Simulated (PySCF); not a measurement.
Species: C3H5N.
Atom-mapped SMILES: `[H]/[N:4]=[CH:3]\[CH:2]=[CH2:1]` (hydrogens: H5, H6 on C1; H7 on C2; H8 on C3; H9 on N4)

The same species was optimised twice, with GFN2-xTB and with PBE0-D3(BJ)/def2-SVP (PySCF), and the same property calculations (PySCF, gas phase) were run on both structures.

| coordinate | GFN2-xTB | PBE0-D3(BJ)/def2-SVP | change |
| --- | --- | --- | --- |
| C3–H8 (Å) | 1.087 | 1.105 | +0.018 |
| C1–H6 (Å) | 1.078 | 1.095 | +0.017 |
| C1–H5 (Å) | 1.077 | 1.092 | +0.015 |
| C2–H7 (Å) | 1.084 | 1.097 | +0.013 |
| C3=N4 (Å) | 1.260 | 1.272 | +0.012 |
| C1=C2 (Å) | 1.328 | 1.338 | +0.010 |
| C2–C3 (Å) | 1.457 | 1.465 | +0.008 |
| N4–H9 (Å) | 1.021 | 1.028 | +0.007 |
| C3–N4–H9 (°) | 114.5 | 109.9 | -4.6 |
| N4–C3–H8 (°) | 116.3 | 117.5 | +1.2 |
| C2–C3–H8 (°) | 116.2 | 115.4 | -0.8 |
| H5–C1–H6 (°) | 116.4 | 117.2 | +0.8 |
| C3–C2–H7 (°) | 116.2 | 116.7 | +0.5 |
| C1–C2–H7 (°) | 120.7 | 120.3 | -0.4 |
| C2–C1–H6 (°) | 121.4 | 121.0 | -0.4 |
| C2–C3–N4 (°) | 127.5 | 127.1 | -0.4 |
| C1–C2–C3–N4 (°) | 180 | 180 | 0 |

Rotational constants: A = 45232, B = 4609, C = 4183 MHz (GFN2-xTB) against A = 44169, B = 4565, C = 4138 MHz (PBE0-D3(BJ)/def2-SVP). Point groups within 0.08 Å: Cs and Cs.

On the GFN2-xTB structure: lowest singlet, TDDFT (eV) 4.46 [PBE0/def2-SVPD]; lowest triplet, Tamm–Dancoff (eV) 3.54 [PBE0/def2-SVPD]; isotropic polarisability (au) 47.3 [PBE0/def2-SVPD]; HOMO (eV) -7.60 [PBE0/def2-SVPD]; LUMO (eV) -1.42 [PBE0/def2-SVPD]; dipole (D) 2.58 [PBE0/def2-SVPD]; HOMO (eV) -7.55 [PBE0/pcSseg-1]; LUMO (eV) -1.34 [PBE0/pcSseg-1]; dipole (D) 2.56 [PBE0/pcSseg-1]; GIAO shielding of C1 (ppm) 54.0 [PBE0/pcSseg-1]; GIAO shielding of C2 (ppm) 41.4 [PBE0/pcSseg-1]; GIAO shielding of C3 (ppm) 13.3 [PBE0/pcSseg-1]; GIAO shielding of N4 (ppm) -99.8 [PBE0/pcSseg-1].

What do these properties become on the PBE0-D3(BJ)/def2-SVP structure?

```tsv
property	level	on GFN2-xTB	on PBE0-D3(BJ)/def2-SVP	change
lowest singlet, TDDFT (eV)	PBE0/def2-SVPD	4.46	4.59	+0.13
lowest triplet, Tamm–Dancoff (eV)	PBE0/def2-SVPD	3.54	3.45	-0.09
isotropic polarisability (au)	PBE0/def2-SVPD	47.3	48.0	+0.7
HOMO (eV)	PBE0/def2-SVPD	-7.60	-7.79	-0.19
LUMO (eV)	PBE0/def2-SVPD	-1.42	-1.49	-0.07
dipole (D)	PBE0/def2-SVPD	2.58	2.69	+0.11
energy, GFN2-xTB geometry as zero (kcal/mol)	PBE0/def2-SVPD	0.0	-0.7	-0.7
HOMO (eV)	PBE0/pcSseg-1	-7.55	-7.75	-0.20
LUMO (eV)	PBE0/pcSseg-1	-1.34	-1.41	-0.07
dipole (D)	PBE0/pcSseg-1	2.56	2.66	+0.10
energy, GFN2-xTB geometry as zero (kcal/mol)	PBE0/pcSseg-1	0.0	-0.5	-0.5
GIAO shielding of C1 (ppm)	PBE0/pcSseg-1	54.0	51.0	-3.0
GIAO shielding of C2 (ppm)	PBE0/pcSseg-1	41.4	38.2	-3.2
GIAO shielding of C3 (ppm)	PBE0/pcSseg-1	13.3	9.0	-4.3
GIAO shielding of N4 (ppm)	PBE0/pcSseg-1	-99.8	-99.2	+0.6
```

The heavy atoms differ by 0.009 Å rms after alignment. Among all bonds C1–H6 and C3–H8 change most and about equally (+0.017 to +0.018 Å). Changes are differences of the printed values. Neither structure is proved a minimum here.

The values belong to the conformer `[H]/[N:4]=[CH:3]\[CH:2]=[CH2:1]`: C1–C2–C3–N4 180°.
